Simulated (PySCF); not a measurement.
tetrafluoromethane (CF4), SMILES FC(F)(F)F. Geometry: PBE-D3(BJ)/def2-SVP.

Computed equilibrium geometry at PBE-D3(BJ)/def2-SVP (PySCF confirms it by a frequency run) as a Z-matrix, and its point group:
point group Td.
```
C
F 1 1.3336
F 1 1.3336 2 109.47
F 1 1.3336 2 109.47 3 120.00
F 1 1.3336 2 109.47 3 -120.00
```
